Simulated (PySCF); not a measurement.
# `N#S(F)(F)F`: ΔSCF against reference XPS values

The experiment to reproduce (core binding energies): N 1s of N1 406.10 eV [1]; F 1s of F3/F4/F5 695.32 eV [1]. Sources and the comparison follow the method.

F3NS.
Bonds: N1–S2 (triple), S2–F3, S2–F4, S2–F5.

Computed with delta-SCF UKS SCAN, pcX-2 on the ionised atom, pcseg-1 elsewhere, spin-free X2C in PySCF 2.14.0. Vertical ΔSCF values, vacuum level as zero.

```csv
atom,environment,level,this calculation (eV),reference (eV),difference (eV),source
N1,nitrogen bonded to S,N 1s,406.48,406.10,+0.38,[1]
F3/F4/F5,sulfur-bound fluorine,F 1s,694.67,695.32,-0.65,[1]
```

[1] measured, gas; Beach, A photoelectron spectroscopic study of bonding in inorganic and organometallic compounds, PhD thesis, LBL 1985

Q: How well does this level of theory reproduce the measurements here?

A: Over the 2 different measured values (2 distinct lines) the mean signed difference is -0.14 eV, the mean unsigned one 0.52 eV and the largest 0.65 eV. The calculation is vertical and has no vibrational structure, and measured positions depend on the energy calibration.

Q: What does the calculation give for the levels without a reference value here?

A: S2 S 1s 2486.00 eV.

Atoms equivalent by their bonding share one computed value, that of the first of them. Not every level is listed. Geometry: PBE0-D3(BJ)/def2-SVP; no solvent, vibrations or thermal averaging.
